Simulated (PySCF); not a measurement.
Compound: H3SiCH2F, CH₅FSi.
SMILES: `FC[SiH3]`

The closed-shell ground state was solved at several levels (PySCF, density fitting, gas phase, non-relativistic). Geometry: PBE0-D3(BJ)/def2-SVP; no solvent, vibrations or thermal averaging.

| level | basis functions | total energy (Eh) | HOMO (eV) | LUMO (eV) | gap (eV) | dipole (D) |
| --- | --- | --- | --- | --- | --- | --- |
| B97-2/pcSseg-2 | 185 | -430.4709 | -8.47 | 0.27 | 8.74 | 1.60 |
| PBE0/cc-pVTZ | 164 | -430.2186 | -8.65 | 0.62 | 9.27 | 1.48 |
| LC-wPBE/pcSseg-2 | 185 | -430.3375 | -11.48 | 2.13 | 13.61 | 1.69 |
| CAM-B3LYP/pcSseg-2 | 185 | -430.4648 | -10.17 | 1.01 | 11.18 | 1.70 |
| PBE0/cc-pVDZ | 71 | -430.1533 | -8.48 | 1.03 | 9.51 | 1.47 |
| PBE0/pcSseg-0 | 41 | -429.4710 | -8.65 | 1.00 | 9.65 | 1.92 |
| PBE0/aug-cc-pVDZ | 118 | -430.1697 | -8.73 | -0.14 | 8.59 | 1.56 |
| wB97X-D/pcSseg-2 | 185 | -430.4602 | -10.62 | 1.93 | 12.55 | 1.64 |
| PBE0/def2-TZVP | 129 | -430.2237 | -8.69 | 0.51 | 9.20 | 1.53 |
| PBE0/6-31G | 41 | -430.0648 | -8.52 | 1.08 | 9.60 | 1.89 |
| PBE0/IGLO-III | 164 | -430.2281 | -8.72 | 0.47 | 9.19 | 1.56 |
| PBE0/6-31G* | 56 | -430.1252 | -8.41 | 1.03 | 9.44 | 1.52 |
| B3LYP/def2-SVPD | 107 | -430.2649 | -8.57 | 0.07 | 8.64 | 1.62 |

Q: What might PBE0/6-311+G(2d,p) (119 basis functions) give for the same quantities?

A: Total energy -430.2100 Eh, HOMO -8.75 eV, LUMO -0.02 eV, gap 8.73 eV, dipole 1.62 D.

Q: Over all these levels, which gives the widest orbital gap and which the narrowest?

A: LC-wPBE/pcSseg-2 (range-separated hybrid) has the widest, 13.61 eV, and PBE0/aug-cc-pVDZ (global hybrid, 25 % exact exchange) the narrowest, 8.59 eV. Functional and basis both differ between the two, so the spread mixes both effects.

Q: How much does the basis alone move the frontier levels among the 9 PBE0 rows (the withheld one included)?

A: The HOMO by 0.34 eV and the LUMO by 1.22 eV. By rising basis size (HOMO, LUMO in eV): pcSseg-0 -8.65, 1.00; 6-31G -8.52, 1.08; 6-31G* -8.41, 1.03; cc-pVDZ -8.48, 1.03; aug-cc-pVDZ -8.73, -0.14; 6-311+G(2d,p) -8.75, -0.02; def2-TZVP -8.69, 0.51; cc-pVTZ -8.65, 0.62; IGLO-III -8.72, 0.47.

Q: How far do the dipole and the HOMO energy spread over the levels?

A: The dipole runs from 1.47 to 1.92 D (mean 1.63 D) and the HOMO from -11.48 to -8.41 eV.

wB97X-D is run here without its empirical dispersion term; that term would change no orbital, density or response property at a fixed geometry.
